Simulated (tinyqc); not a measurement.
Inside a calculation. Method: harmonic frequencies on the LDA (VWN5)/sto-3g surface (energies and gradients from PySCF), for H3O+, spin multiplicity 1. Computed by tinyqc, a small Python program that keeps every step (integrals from PySCF). Settings: charge = 1, multiplicity = 1, basis = sto-3g, functional = lda,vwn, delta = 0.01. Command: `OMP_NUM_THREADS=1 python tinyqc.py 21732 21733 out.jsonl` (the two numbers bound the seeds that draw the settings). One thread of a shared host (Intel(R) Xeon(R) Processor @ 2.60GHz), about 20 s of CPU time with the checks.

## One row of the Hessian: 4Hy

optimised positions (bohr):
```
          x        y        z
1O   0.0173  -0.0646   0.4922
2H   1.8229  -0.0259  -0.2083
3H  -0.9470   1.5191  -0.0682
4H  -0.9009  -1.6548  -0.1247
```

gradient at +delta (hartree/bohr):
```
            x          y          z
1O  -0.001576  -0.003595  -0.000899
2H   0.000057   0.000080  -0.000060
3H  -0.000216  -0.000176  -0.000221
4H   0.001730   0.003688   0.001190
```

gradient at -delta (hartree/bohr):
```
            x          y          z
1O   0.001520   0.003514   0.000857
2H  -0.000049  -0.000075   0.000069
3H   0.000207   0.000160   0.000225
4H  -0.001683  -0.003603  -0.001141
```

Displace 4Hy by +/-0.01 bohr; H(k, :) = (g(+) - g(-)) / (2 delta).

row of the Hessian (hartree/bohr^2): 1Ox -0.154791, 1Oy -0.355482, 1Oz -0.087808, 2Hx 0.005316, 2Hy 0.007735, 2Hz -0.006429, 3Hx -0.021152, 3Hy -0.016780, 3Hz -0.022304, 4Hx 0.170619, 4Hy 0.364522, 4Hz 0.116556

## Hessian by finite differences

All rows are made in the same way, and the matrix is symmetrised.

Hessian (symmetrised) (hartree/bohr^2), lower triangle:
```
           1Ox        1Oy        1Oz        2Hx        2Hy        2Hz        3Hx        3Hy
1Ox   0.795188
1Oy   0.000487   0.796024
1Oz  -0.026881   0.011344   0.139482
2Hx  -0.432546  -0.007143   0.117333   0.449832
2Hy  -0.008570  -0.086125   0.001205   0.008231   0.069416
2Hz   0.197162   0.002364  -0.058245  -0.151229  -0.002185   0.068377
3Hx  -0.185994   0.164986  -0.043519  -0.009062   0.034580  -0.022451   0.177813
3Hy   0.162857  -0.354436   0.075278  -0.006414   0.008995   0.006240  -0.178393   0.362218
3Hz  -0.084477   0.143776  -0.036502   0.017111  -0.017901  -0.005277   0.061291  -0.103604
4Hx  -0.176640  -0.158311  -0.046913  -0.008230  -0.034255  -0.023493   0.017225   0.021950
4Hy  -0.154772  -0.355478  -0.087803   0.005316   0.007735  -0.006429  -0.021152  -0.016780
4Hz  -0.085765  -0.157465  -0.044750   0.016784   0.018873  -0.004849   0.004664   0.022069

           3Hz       4Hx       4Hy       4Hz
3Hz   0.047569
4Hx   0.006077  0.167661
4Hy  -0.022304  0.170603  0.364522
4Hz  -0.005794  0.064304  0.116543  0.055409
```

## Normal modes

masses (u): 1O 15.9949, 2H 2.0141, 3H 1.0078, 4H 1.0078

Diagonalise H_ij / sqrt(m_i m_j); the 6 smallest eigenvalues belong to translations and rotations; wavenumber = sqrt(eigenvalue / 1822.888) x 219474.63; each mode has its largest component positive (the first on a tie); zero-point energy = sum of wavenumbers / 2, with 349.755 1/cm per kcal/mol. A mass of 2.014 u marks deuterium.

eigenvalues of the mass-weighted Hessian (hartree/(bohr^2 u)): 0.0000  0.0000  0.0000  0.0000  0.0000  0.0000  0.0224  0.0867  0.1170  0.2776  0.5098  0.5525

harmonic wavenumbers of the vibrations (1/cm): 768.9  1513.8  1758.4  2708.6  3670.4  3820.9

mass-weighted modes:
```
      mode 1   mode 2   mode 3   mode 4   mode 5   mode 6
1Ox   0.0074   0.0040  -0.2159  -0.2947  -0.1987   0.0041
1Oy   0.0074  -0.2764  -0.0031  -0.0061  -0.0018  -0.2794
1Oz  -0.4177  -0.0049  -0.0050   0.0995  -0.0634  -0.0050
2Hx   0.1295  -0.0092  -0.1665   0.8828   0.0808   0.0000
2Hy  -0.0053   0.6296  -0.0003   0.0184   0.0023   0.0003
2Hz   0.4027   0.0112  -0.1189  -0.3101  -0.0621   0.0000
3Hx  -0.1082   0.4419   0.5421  -0.0385   0.3470  -0.3378
3Hy   0.0971   0.1164   0.3896   0.1080  -0.5718   0.5552
3Hz   0.5497  -0.2338   0.1006   0.0228   0.1599  -0.1965
4Hx  -0.1050  -0.4451   0.5532  -0.0353   0.3304   0.3216
4Hy  -0.1198   0.0951  -0.3770  -0.1098   0.5757   0.5573
4Hz   0.5456   0.2375   0.0870   0.0190   0.1804   0.2163
```

zero-point energy = 20.3584 kcal/mol
